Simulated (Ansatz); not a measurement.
# ClFH: the cost of one run

Method: the levels named in each step, in Ansatz 0.2.0.

**1. The structure to begin with**

Bond lengths: F1–H3 0.960 Å.

Coordinates:

```xyz
3

F     0.0000    0.0000   -1.2806
Cl    0.0000    0.0000    1.6009
H     0.0000    0.0000   -0.3202
```

**2. A rough first relaxation, PBE-D4/def2-SVP**

This run stands in another session on the same molecule. It ended at:

```xyz
3

F     0.0000    0.0000   -1.3373
Cl    0.0000    0.0000    1.7282
H     0.0000    0.0000   -0.3909
```

**3. Relaxation, PBE0-D4/def2-TZVPP**

This run stands in another session on the same molecule. It ended at:

```xyz
3

F     0.0000    0.0000   -1.3884
Cl    0.0000    0.0000    1.8536
H     0.0000    0.0000   -0.4651
```

**4. Relaxation, CCSD(T)/cc-pV(T+d)Z**

Contents of input.yaml:

```yaml
crystal:
  periodic: [false, false, false]
  atoms:
    - { symbol: F, position_ang: [0.0, 0.0, -1.38842776] }
    - { symbol: Cl, position_ang: [0.0, 0.0, 1.85358699] }
    - { symbol: H, position_ang: [0.0, 0.0, -0.46514924] }
magnetization:
  spin_polarized: true
  initial_magnetization: 1
basis:
  gaussian: { orbitals: "cc-pV(T+d)Z.json" }
correlation:
  method: ccsd_t
scf:
  omitted_lower_state_checks: [cluster_reference]
relax:
  f_tol: 0.002
  max_steps: 40
```

On the command line:

```bash
$ ansatz run input.yaml --threads 4 --pin off --max-ram 10240MiB --backend cpu --events-out ev --progress --plain --runs-dir out
```

Q: Estimate wall time and peak memory on 4 threads of Intel Xeon 6975P-C (Granite Rapids), shared host.

About 49 s, with a peak of 0.65 GiB.
